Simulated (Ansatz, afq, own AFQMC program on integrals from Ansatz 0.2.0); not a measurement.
BNH⁺, triplet: AFQMC among the cluster methods

```tsv
atom	x (Å)	y (Å)	z (Å)
B	0.0000	0.0000	0.0439
N	0.0000	0.0000	-1.2617
H	0.0000	0.0000	1.2178
```

Connectivity, by distances: BH–N.

Basis cc-pVDZ. Only valence electrons are correlated. Ansatz 0.2.0 and our own AFQMC program on the same integrals; the CISD trial comes from CCSD amplitudes, and released means the phaseless constraint is let go. Error bars are statistical, one sigma.

Determinant: UHF, the one that the program's search chose, which needn't be the lowest solution. The geometry is a PBE0/def2-TZVP stationary point of this or a neighbouring charge and spin state.

No full CI on the walks' own integrals is used here; CCSDTQ serves as the reference and is uncertain by about the last step of the cluster series.

```
T1 diagnostic                               : 0.0157
weight of the determinant in the CISD state : 0.929
⟨S²⟩ of the determinant                     : 2.006
size of the correlated space                : 8 electrons in 31 orbitals
```

```
  level  correlation energy (eV)
    MP2                  -3.8375
   CCSD                  -4.6137
CCSD(T)                  -4.7095
```

Q: Estimate where AFQMC with the constraint released lies against CCSD(T) on the same integrals.

A: 28.2 ± 2.0 meV below CCSD(T).

Reference: CCSDTQ, correlation energy -4.736 eV. The released energy is read at 2.40 1/Eh (meV from the phaseless value at times in 1/Eh: -4.0 ± 1.7 at 0.24, -7.5 ± 1.7 at 0.51, -10.6 ± 1.0 at 0.99, -14 ± 3 at 1.62, -12.8 ± 2.0 at 2.40).

```tsv
level	E − E(reference) (meV)	share of correlation (%)
CCSD(T)	26.8	99.43
CCSDT	5.9	99.88
CCSDT(Q)	0.3	99.99
ph-AFQMC/CISD	11.4 ± 1.7	99.76
released AFQMC	-1.4 ± 2.0	100.03
```

CCSDT and higher add their correlation energy to the determinant of the CCSD(T) run, since their own runs factorise the integrals more tightly (a shift of under 2 meV). A walk keeps the symmetry of its determinant, which the program's search chose and which needn't be the lowest solution, so a lower state of the same spin and another symmetry isn't excluded. Released energies are given only where the last usable release times agree within the noise; a slower fall can still hide under it.
